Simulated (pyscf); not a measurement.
Structures and frequencies: ωB97X-D3(BJ)/def2-SVP in PySCF.

Task: H₂C=CH–F + F–C•(F)–F → F–CH•–CH₂–C(F)(F)–F
Surface: doublet. Broken: none. Formed: C–C. Give ΔE‡ and ΔE from ωB97M-D3(BJ)/def2-TZVP, relative to the separated reactants.

Result: ΔE‡ = 7.5 kJ/mol, ΔE = -147.5 kJ/mol. Zero-point energy shifts the barrier by +1.5 kJ/mol. It is an addition, with an imaginary mode of 254i cm⁻¹. One saddle was located; it need not be the lowest between these sides.
